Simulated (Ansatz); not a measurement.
The first iterations of a band of C₂H₄FNO (9 atoms, charge 0, multiplicity 1).

Computed with RKS PBE-D4/cc-pVDZ in Ansatz.

* movable images: 7
* climbing image: yes
* spring: 5.0 eV/Å²
* optimiser: quadratic models (default)
* start path: through a guess of the saddle point
* force threshold: 0.05 eV/Å
* iteration limit: 60
* end points: relaxed

Image 0:

```xyz
9
Properties=species:S:1:pos:R:3
N 0.989 0.845 0.463
C 0.493 -0.300 -0.175
O -0.537 -1.197 0.513
C -0.925 -0.378 -0.537
F -1.714 0.712 -0.181
H 1.663 0.618 1.204
H 0.220 1.394 0.866
H 1.242 -0.899 -0.718
H -1.343 -0.842 -1.451
```

Image 8:

```xyz
9
Properties=species:S:1:pos:R:3
N 0.944 0.588 0.843
C 0.474 -0.336 -0.121
O -0.467 -1.364 0.384
C -0.945 -0.398 -0.504
F -1.761 0.575 0.061
H 0.206 1.269 1.074
H 1.764 1.096 0.494
H 1.257 -0.746 -0.783
H -1.381 -0.731 -1.465
```

| iteration | highest image above the first end (eV) | largest band force component (eV/Å) |
| --- | --- | --- |
| 1 | 2.612 | 16.391 |
| 2 | 0.344 | 1.224 |

Task: Does the band converge within its limit, and where does its top end?

Result: The forces met the threshold. It ended after 6 iterations with the highest image 0.264 eV above the first end. A vibrational analysis at the climbing image gives one clearly imaginary mode, 288i cm⁻¹: a first-order saddle point.

Run time: 60 s on 1 thread of Intel(R) Xeon(R) 6975P-C (Granite Rapids) (shared host), peak memory 0.14 GiB.
